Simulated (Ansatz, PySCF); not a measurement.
Gas-phase enthalpy of formation at 298 K, by the atomisation route, of CN (CH5N) (SMILES; CH5N, methanamine). Geometries: B3LYP-D3(BJ)/def2-TZVP minima from Ansatz (a first-principles code). Correlated levels leave the core frozen unless marked. UHF or UKS for open shells. No spin-orbit coupling. No relativistic terms. CBS marks a two-point X^-3 extrapolation of the correlation energy; Hartree-Fock from the larger set. [CCSD(T)-MP2]/basis is that difference in the basis named. Thermal terms are rigid-rotor harmonic-oscillator values from B3LYP-D3(BJ) frequencies (PySCF) at 298.15 K and 1 atm. 1 Eh = 627.5095 kcal/mol.

```csv
species,count,"E, RI-MP2/CBS(aug-cc-pVTZ,aug-cc-pVQZ)+[CCSD(T)-MP2]/aug-cc-pVTZ (Ansatz) (Eh)","E, PBE/def2-TZVPD (Ansatz) (Eh)",measured ΔHf at 0 K (kcal/mol),H(298) - H(0) of the element (kcal/mol)
CN (CH5N),1,-95.75128,-95.76633,-,-
C atom,1,-37.79159,-37.79605,169.98,0.25
H atom,5,-0.49995,-0.49962,51.63,1.01
N atom,1,-54.53190,-54.53224,112.53,1.04
```

Molecule: zero-point energy 40.02, H(298) - H(0) 2.75 kcal/mol. The route leaves out scalar relativity and anharmonic zero-point terms, the atoms' spin-orbit terms, and in the frozen-core level the core correlation. Atomic data: G2/97 table in ASE.

Q: Work out De, D0 and ΔHf at 0 and 298 K at both levels, and their errors against the measured value.

A: 
The atoms' values sum to 540.66 (0 K) and 6.34 (thermal), in kcal/mol.
- RI-MP2/CBS(aug-cc-pVTZ,aug-cc-pVQZ)+[CCSD(T)-MP2]/aug-cc-pVTZ: De = 582.35; D0 = 582.35 - 40.02 = 542.33; ΔHf(0 K) = 540.66 - 542.33 = -1.67; ΔHf(298 K) = -1.67 + 2.75 - 6.34 = -5.26; error -0.3.
- PBE/def2-TZVPD: De = 589.82; D0 = 589.82 - 40.02 = 549.80; ΔHf(0 K) = 540.66 - 549.80 = -9.14; ΔHf(298 K) = -9.14 + 2.75 - 6.34 = -12.73; error -7.7.
Measured: -5.0 kcal/mol (Active Thermochemical Tables 1.112 (ions: stationary electron), as tabulated in the package chemicals).
